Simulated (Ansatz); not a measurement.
A CCSD(T) single point on C$_{2}$H$_{6}$OS, SMILES `COCS`.

```yaml
crystal:
  periodic: [false, false, false]
  atoms:
    - {symbol: C, position_ang: [-1.057425, 0.917054, 0.463525]}
    - {symbol: O, position_ang: [-0.173563, 0.460350, -0.528639]}
    - {symbol: C, position_ang: [0.740482, -0.464619, -0.018115]}
    - {symbol: S, position_ang: [1.885115, -1.015273, -1.281986]}
    - {symbol: H, position_ang: [-1.740333, 1.620940, -0.011047]}
    - {symbol: H, position_ang: [-0.522532, 1.429711, 1.274740]}
    - {symbol: H, position_ang: [-1.638987, 0.092063, 0.897744]}
    - {symbol: H, position_ang: [0.221484, -1.327523, 0.418541]}
    - {symbol: H, position_ang: [1.368119, -0.015347, 0.764873]}
    - {symbol: H, position_ang: [1.000740, -1.748555, -1.976538]}
basis:
  gaussian: {orbitals: def2-SVP}
correlation: {method: ccsd_t}
```

```sh
$ ansatz run in.yaml --threads 2 --pin off --events-out ev --progress --plain
```

Log, shortened:

```
Functional definition: HF
893 factors; integrals over basis functions are off by at most 1.1e-3 eV
mean field evaluation 1: about -15001.1595 eV, gradient 2.6e1 eV
mean field evaluation 2: about -15001.1655 eV, gradient 2.6e1 eV
mean field evaluation 4: about -15003.0213 eV, gradient 3.9e0 eV
mean field evaluation 8: about -15003.0605 eV, gradient 1.3e-4 eV
mean field -15003.06051641 eV, -551.3523045383 hartree, gradient 2.4e-6 eV, S^2 0.000000; 0 other end points of the search recorded, 0 dependent functions left out
8 core orbitals not correlated: weight in the atoms' cores, before any rotation towards them, 1.000 or more for the frozen orbitals, at most 0.000 for the correlated occupied ones
reference -15003.06051641 eV, -551.3523045383 hartree; 13, 13 occupied and 69, 69 virtual orbitals, 893 factors
second order -16.38577307 eV of doubles, -0.00000000 eV of singles
cycle   1  -17.20389012 eV  change   -8.2e-1 eV  update   8.6e-2
cycle   2  -17.65413260 eV  change   -4.5e-1 eV  update   2.5e-2
cycle   3  -17.74106748 eV  change   -8.7e-2 eV  update   1.1e-2
cycle   4  -17.73943844 eV  change    1.6e-3 eV  update   2.4e-3
cycle   5  -17.73992475 eV  change   -4.9e-4 eV  update   9.6e-4
cycle   6  -17.73996869 eV  change   -4.4e-5 eV  update   2.9e-4
cycle   7  -17.73979966 eV  change    1.7e-4 eV  update   9.5e-5
cycle   8  -17.73978837 eV  change    1.1e-5 eV  update   3.0e-5
perturbative correction -0.47683105 eV, -0.0175232180 hartree
Total energy: -15021.27713583 eV, -552.0217529544 hartree
```

Run time 2.9 s (2 threads of a server CPU on a shared host); peak host memory 0.34 GiB.

Correlation energy per correlated electron: -0.701 eV. T1 diagnostic: 0.0097.
